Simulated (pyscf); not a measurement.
PySCF, gas phase, ωB97X-D3(BJ)/def2-SVP geometries.

Q: For the elementary gas-phase step `[CH3]` [doublet] + `[NH3]` → `[CH3][NH2]` + `[H]` [doublet] (doublet surface; H–N broken, C–N formed), what barrier and reaction energy does M06-2X/def2-TZVP give, measured from the separated reactants?

A: ΔE‡ = 1.85 eV, ΔE = +0.89 eV. CCSD(T)/def2-TZVPP + ΔMP2(QZVPP) gives 1.88 eV and +1.03 eV. Zero-point energy shifts the barrier by +0.04 eV. It is a substitution at N, with an imaginary mode of 1637i cm⁻¹. The same reactants have a lower exit, to CH₄ + NH₂• (barrier +0.65 eV at ωB97M-D3(BJ), against +1.85 eV here). One saddle was located; it need not be the lowest between these sides. The angle at the attacked N is 151°. The CCSD(T) − MP2 part came from Ansatz, without density fitting, on the same reference.
